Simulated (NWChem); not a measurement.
# C2H3F3 (1,1,1-trifluoroethane) at PBE0/6-31G(d) (spherical functions), part 2 of 2

NWChem 7.3.0. The steps go on from the part before.

## Step 3: The doublet cation, same level

The input, test.nw:

```
echo
start test
memory total 2200 mb
charge 1
geometry noautosym nocenter noautoz
C    -0.615400   -0.141500    0.471500
C     0.557600    0.109900   -0.423700
F     1.692800   -0.382000    0.093900
F     0.395200   -0.458200   -1.627700
F     0.754200    1.420300   -0.629900
H    -0.441600    0.335800    1.434900
H    -0.738000   -1.214600    0.611200
H    -1.512600    0.273100    0.014000
end
basis spherical bse
C library 6-31G*
F library 6-31G*
H library 6-31G*
end
dft
xc pbe0
mult 2
grid xfine
convergence energy 1e-08
iterations 100
mulliken
noprint "final vectors analysis"
end
task dft energy
```

Started as:

```console
$ nwchem test.nw > test.out
```

What it wrote:

```text
============================== echo of input deck ==============================
echo
start test
memory total 2200 mb
charge 1
geometry noautosym nocenter noautoz
C    -0.615400   -0.141500    0.471500
C     0.557600    0.109900   -0.423700
F     1.692800   -0.382000    0.093900
[... 4 lines of this table left out ...]
H    -1.512600    0.273100    0.014000
end
basis spherical bse
C library 6-31G*
F library 6-31G*
H library 6-31G*
end
dft
xc pbe0
mult 2
grid xfine
convergence energy 1e-08
iterations 100
mulliken
noprint "final vectors analysis"
end
task dft energy
================================================================================

             Northwest Computational Chemistry Package (NWChem) 7.3.0
             --------------------------------------------------------

           Job information
           ---------------

    nwchem branch   = 7.3.0
    use scalapack   = T
    input           = test.nw
    prefix          = test.
    data base       = ./test.db
    status          = startup
    nproc           =        1

           Memory information
           ------------------

    heap     =     72089598 doubles =      550.0 Mbytes
    stack    =     72089595 doubles =      550.0 Mbytes
    global   =    144179200 doubles =     1100.0 Mbytes (distinct from heap & stack)
    total    =    288358393 doubles =     2200.0 Mbytes
    verify   = yes
    hardfail = no

           Directory information
           ---------------------

  0 permanent = .
  0 scratch   = .

                                NWChem Input Module
                                -------------------

 Scaling coordinates for geometry "geometry" by  1.889725989
 (inverse scale =  0.529177249)

                             Geometry "geometry" -> ""
                             -------------------------

 Output coordinates in angstroms (scale by  1.889725989 to convert to a.u.)

  No.       Tag          Charge          X              Y              Z
 ---- ---------------- ---------- -------------- -------------- --------------
    1 C                    6.0000    -0.61540000    -0.14150000     0.47150000
    2 C                    6.0000     0.55760000     0.10990000    -0.42370000
    3 F                    9.0000     1.69280000    -0.38200000     0.09390000
[... 4 lines of this table left out ...]
    8 H                    1.0000    -1.51260000     0.27310000     0.01400000

      Atomic Mass
      -----------

      C                 12.000000
      F                 18.998400
      H                  1.007825

 Effective nuclear repulsion energy (a.u.)     202.1164076277

            Nuclear Dipole moment (a.u.)
            ----------------------------
        X                 Y               Z
 ---------------- ---------------- ----------------
    42.5959355634     8.3631713351   -32.3642031708

            XYZ format geometry
            -------------------
     8
 geometry
 C                    -0.61540000    -0.14150000     0.47150000
 C                     0.55760000     0.10990000    -0.42370000
 F                     1.69280000    -0.38200000     0.09390000
[... 4 lines of this table left out ...]
 H                    -1.51260000     0.27310000     0.01400000

 ==============================================================================
                                internuclear distances
 ------------------------------------------------------------------------------
       center one      |      center two      | atomic units |  angstroms
 ------------------------------------------------------------------------------
    2 C                |   1 C                |     2.82861  |     1.49683
    3 F                |   2 C                |     2.53432  |     1.34110
    4 F                |   2 C                |     2.53444  |     1.34117
    5 F                |   2 C                |     2.53415  |     1.34101
    6 H                |   1 C                |     2.05812  |     1.08911
    7 H                |   1 C                |     2.05806  |     1.08908
    8 H                |   1 C                |     2.05813  |     1.08911
 ------------------------------------------------------------------------------
                         number of included internuclear distances:          7
 ==============================================================================

 ==============================================================================
                                 internuclear angles
 ------------------------------------------------------------------------------
        center 1       |       center 2       |       center 3       |  degrees
 ------------------------------------------------------------------------------
    2 C                |   1 C                |   6 H                |   109.29
    2 C                |   1 C                |   7 H                |   109.29
    2 C                |   1 C                |   8 H                |   109.29
    6 H                |   1 C                |   7 H                |   109.65
    6 H                |   1 C                |   8 H                |   109.65
    7 H                |   1 C                |   8 H                |   109.65
    1 C                |   2 C                |   3 F                |   111.77
    1 C                |   2 C                |   4 F                |   111.77
    1 C                |   2 C                |   5 F                |   111.78
    3 F                |   2 C                |   4 F                |   107.07
    3 F                |   2 C                |   5 F                |   107.08
    4 F                |   2 C                |   5 F                |   107.08
 ------------------------------------------------------------------------------
                            number of included internuclear angles:         12
 ==============================================================================

                      Basis "ao basis" -> "" (spherical)
                      -----
  [basis functions not shown]

 Summary of "ao basis" -> "" (spherical)
 ------------------------------------------------------------------------------
       Tag                 Description            Shells   Functions and Types
 ---------------- ------------------------------  ------  ---------------------
 C                           6-31G*                  6       14   3s2p1d
 F                           6-31G*                  6       14   3s2p1d
 H                           6-31G*                  2        2   2s

                                 NWChem DFT Module
                                 -----------------

 Summary of "ao basis" -> "ao basis" (spherical)
 ------------------------------------------------------------------------------
       Tag                 Description            Shells   Functions and Types
 ---------------- ------------------------------  ------  ---------------------
 C                           6-31G*                  6       14   3s2p1d
 F                           6-31G*                  6       14   3s2p1d
 H                           6-31G*                  2        2   2s

  Caching 1-el integrals
  itol2e modified to match energy
  convergence criterion.
  tol_rho modified to match energy
  convergence criterion.

            General Information
            -------------------
          SCF calculation type: DFT
          Wavefunction type:  spin polarized.
          No. of atoms     :     8
          No. of electrons :    41
           Alpha electrons :    21
            Beta electrons :    20
          Charge           :     1
          Spin multiplicity:     2
          Use of symmetry is: off; symmetry adaption is: off
          Maximum number of iterations: 100
          AO basis - number of functions:    76
                     number of shells:    36
          Convergence on energy requested:  1.00D-08
          Convergence on density requested:  1.00D-05
          Convergence on gradient requested:  5.00D-04

              XC Information
              --------------
                         PBE0 Method XC Functional
                     Hartree-Fock (Exact) Exchange  0.250
          PerdewBurkeErnzerhof Exchange Functional  0.750
            Perdew 1991 LDA Correlation Functional  1.000 local
           PerdewBurkeErnz. Correlation Functional  1.000 non-local

             Grid Information
             ----------------
          Grid used for XC integration:  xfine
          Radial quadrature: Mura-Knowles
          Angular quadrature: Lebedev.
          Tag              B.-S. Rad. Rad. Pts. Rad. Cut. Ang. Pts.
          ---              ---------- --------- --------- ---------
          C                   0.70      100           8.0      1454
          F                   0.50      100           9.0      1454
          H                   0.35      100           8.0      1202
          Grid pruning is: on
          Number of quadrature shells:   800
          Spatial weights used:  Erf1

          Convergence Information
          -----------------------
          Convergence aids based upon iterative change in
          total energy or number of iterations.
          Levelshifting, if invoked, occurs when the
          HOMO/LUMO gap drops below (HL_TOL):  1.00D-02
          DIIS, if invoked, will attempt to extrapolate
          using up to (NFOCK): 10 stored Fock matrices.

                    Damping( 0%)  Levelshifting(0.5)       DIIS
                  --------------- ------------------- ---------------
          dE  on:    start            ASAP                start
          dE off:    2 iters        100 iters           100 iters

      Screening Tolerance Information
      -------------------------------
          Density screening/tol_rho:  1.00D-11
          AO Gaussian exp screening on grid/accAOfunc:  18
          CD Gaussian exp screening on grid/accCDfunc:  20
          XC Gaussian exp screening on grid/accXCfunc:  20
          Schwarz screening/accCoul:  1.00D-09

      Superposition of Atomic Density Guess
      -------------------------------------

 Sum of atomic energies:        -374.93220193

 Renormalizing density from      42.00 to     41

      Non-variational initial energy
      ------------------------------

 Total energy =    -370.969493
 1-e energy   =    -900.632539
 2-e energy   =     327.546639
 HOMO         =      -0.777233
 LUMO         =      -0.070749

   Time after variat. SCF:      0.2

     ---------------------------------------------
      Total Density - Mulliken Population Analysis
     ---------------------------------------------

    Atom       Charge   Shell Charges
 -----------   ------   -------------------------------------------------------
    1 C    6     6.36   2.00  0.77  1.92  0.69  0.96  0.02
    2 C    6     4.53   2.00  0.66  1.28  0.21  0.24  0.14
    3 F    9     9.49   2.00  0.99  3.58  0.98  1.92  0.01
[... 4 lines of this table left out ...]
    8 H    1     0.44   0.30  0.14

     --------------------------------------------
      Spin Density - Mulliken Population Analysis
     --------------------------------------------

    Atom       Charge   Shell Charges
 -----------   ------   -------------------------------------------------------
    1 C    6     0.60  -0.00  0.00  0.38  0.00  0.21  0.00
    2 C    6     0.01   0.00  0.00  0.00  0.00  0.01  0.00
    3 F    9     0.03   0.00  0.00  0.02 -0.00  0.01 -0.00
[... 4 lines of this table left out ...]
    8 H    1     0.21   0.14  0.07
   Time prior to 1st pass:      0.2

 Grid_pts file          = ./test.gridpts.0
 Record size in doubles =  12289        No. of grid_pts per rec  =   3070
 Max. records in memory =    418        Max. recs in file   = *********

 Grid integrated density:      40.999998925021
 Requested integration accuracy:   0.10E-07

           Memory utilization after 1st SCF pass:
           Heap Space remaining (MW):       33.40            33395158
          Stack Space remaining (MW):       72.09            72088684

   convergence    iter        energy       DeltaE   RMS-Dens  Diis-err    time
 ---------------- ----- ----------------- --------- --------- ---------  ------
 d= 0,ls=0.0,diis     1   -376.3662342565 -5.78D+02  1.43D-02  7.23D-01     3.5
                                                     1.79D-02  7.05D-01
 Grid integrated density:      40.999999215208
 Requested integration accuracy:   0.10E-07
 d= 0,ls=0.0,diis     2   -375.7661418652  6.00D-01  9.33D-03  2.76D+00     7.3
                                                     8.84D-03  2.43D+00
 Grid integrated density:      40.999999159643
 Requested integration accuracy:   0.10E-07
 d= 0,ls=0.5,diis     3   -376.6234608859 -8.57D-01  1.70D-03  9.77D-02    10.8
                                                     1.47D-03  6.60D-02
 Grid integrated density:      40.999999161300
 Requested integration accuracy:   0.10E-07
 d= 0,ls=0.5,diis     4   -376.6521101727 -2.86D-02  1.03D-03  2.67D-02    13.6
                                                     8.66D-04  1.75D-02
 d= 0,ls=0.5,diis     5   -376.6605189484 -8.41D-03  5.38D-04  5.42D-03    16.8
                                                     4.39D-04  3.34D-03
  Resetting Diis
 d= 0,ls=0.5,diis     6   -376.6624073330 -1.89D-03  2.93D-04  9.07D-04    20.1
                                                     2.26D-04  4.76D-04
 d= 0,ls=0.5,diis     7   -376.6627970527 -3.90D-04  1.41D-04  8.58D-05    23.3
[... 30 lines of this table left out ...]
                                                     3.13D-06  4.40D-06

         Total DFT energy =     -376.662870176235
      One electron energy =     -910.700548562720
           Coulomb energy =      374.453752880260
    Exchange-Corr. energy =      -42.532482121450
 Nuclear repulsion energy =      202.116407627676

 Numeric. integr. density =       41.000000003949

     Total iterative time =     75.5s

     ---------------------------------------------
      Total Density - Mulliken Population Analysis
     ---------------------------------------------

    Atom       Charge   Shell Charges
 -----------   ------   -------------------------------------------------------
    1 C    6     6.66   2.00  0.66  2.18  0.74  1.05  0.03
    2 C    6     5.09   2.00  0.72  1.80  0.13  0.27  0.17
    3 F    9     9.04   2.00  0.97  3.23  1.03  1.79  0.02
[... 4 lines of this table left out ...]
    8 H    1     0.71   0.50  0.21

     --------------------------------------------
      Spin Density - Mulliken Population Analysis
     --------------------------------------------

    Atom       Charge   Shell Charges
 -----------   ------   -------------------------------------------------------
    1 C    6     0.00  -0.00 -0.00 -0.00  0.00  0.00 -0.00
    2 C    6    -0.08  -0.00 -0.00 -0.03 -0.00 -0.04 -0.01
    3 F    9     0.36  -0.00  0.01  0.27 -0.00  0.09 -0.00
[... 4 lines of this table left out ...]
    8 H    1    -0.00  -0.00 -0.00

     -------------------------------------------
      Total Density - Lowdin Population Analysis
     -------------------------------------------

    Atom       Charge   Shell Charges
 -----------   ------   -------------------------------------------------------
    1 C    6     6.42   1.99  0.56  1.98  0.45  1.38  0.06
    2 C    6     5.74   1.98  0.51  1.59  0.35  0.92  0.39
    3 F    9     8.82   1.99  0.96  3.10  0.80  1.93  0.04
[... 4 lines of this table left out ...]
    8 H    1     0.79   0.47  0.32

     ------------------------------------------
      Spin Density - Lowdin Population Analysis
     ------------------------------------------

    Atom       Charge   Shell Charges
 -----------   ------   -------------------------------------------------------
    1 C    6    -0.00  -0.00 -0.00 -0.00  0.00  0.00 -0.00
    2 C    6    -0.05  -0.00 -0.00 -0.02 -0.00 -0.02 -0.01
    3 F    9     0.35   0.00  0.00  0.26 -0.00  0.09 -0.00
[... 4 lines of this table left out ...]
    8 H    1    -0.00  -0.00 -0.00

   alpha - beta orbital overlaps
   -----------------------------

   alpha      1      2      3      4      5      6      7      8      9     10
    beta      1      2      3      4      5      6      7      8      9     10
 overlap   1.000  0.999  0.999  1.000  1.000  1.000  1.000  1.000  0.998  0.998

   alpha     11     12     13     14     15     16     17     18     19     20
    beta     11     12     13     15     14     21     14     15     18     20
 overlap   0.911  0.911  0.999  0.689  0.691  0.999  0.712  0.714  0.999  0.952

   alpha     21     22     23     24     25     26     27     28     29     30
    beta     19     22     23     24     25     26     27     28     29     30
 overlap   0.952  0.875  0.875  0.995  0.995  0.808  0.808  1.000  1.000  0.985

   alpha     31     32     33     34     35     36     37     38     39     40
    beta     31     32     34     33     35     36     37     38     40     39
 overlap   0.985  1.000  0.985  0.985  1.000  0.999  0.999  1.000  0.990  0.990

   alpha     41     42     43     44     45     46     47     48     49     50
    beta     41     42     43     44     45     46     47     49     48     50
 overlap   1.000  1.000  1.000  1.000  0.999  0.991  0.991  0.903  0.904  1.000

   alpha     51     52     53     54     55     56     57     58     59     60
    beta     51     52     53     54     55     57     58     56     59     60
 overlap   0.997  0.997  0.995  0.995  1.000  0.994  0.994  0.998  0.998  0.997

   alpha     61     62     63     64     65     66     67     68     69     70
    beta     61     64     62     63     66     65     67     68     69     70
 overlap   0.997  1.000  0.978  0.978  0.910  0.910  0.997  0.997  0.981  0.981

   alpha     71     72     73     74     75     76
    beta     71     72     73     74     75     76
 overlap   1.000  1.000  1.000  1.000  0.999  0.999

     --------------------------
     Expectation value of S2:
     --------------------------
      <S2> =      0.7560 (Exact =     0.7500)

 center of mass
 --------------
 x =   1.13786569 y =   0.22562209 z =  -0.86496515

 moments of inertia (a.u.)
 ------------------
         334.465743162978          -2.510766112134           8.935060004621
          -2.510766112134         345.647667148594           1.912819895457
           8.935060004621           1.912819895457         339.353277868665

     Multipole analysis of the density
     ---------------------------------

     L   x y z        total         alpha         beta         nuclear
     -   - - -        -----         -----         ----         -------
     0   0 0 0      1.000000    -21.000000    -20.000000     42.000000

     1   1 0 0      0.627190    -21.894470    -20.074276     42.595936
[... 8 lines of this table left out ...]
     2   0 0 2    -15.473501    -67.520416    -63.436626    115.483541

 Task  times  cpu:       75.7s     wall:       75.7s
 Total times  cpu:       75.7s     wall:       75.7s
```

Run time: 76 s. Hardware: 1 thread of Intel Xeon 6975P-C (Granite Rapids), shared host; peak memory 0.14 GiB.

## Step 4: What came out

The summary covers parts 1 to 2.

At PBE0/6-31G* (spherical functions):

```
                                          quantity          value
                      singlet C2H3F3: total energy  -377.18207 Eh
                      doublet cation: total energy  -376.66287 Eh
                              doublet cation: ⟨S²⟩          0.756
vertical ionisation energy (to the doublet cation)      14.128 eV
```

The vertical ionisation energy comes to 14.13 eV (1363 kJ/mol). Mulliken charges (doublet cation) run from -0.66 on C1 to +0.91 on C2; they depend strongly on the basis.
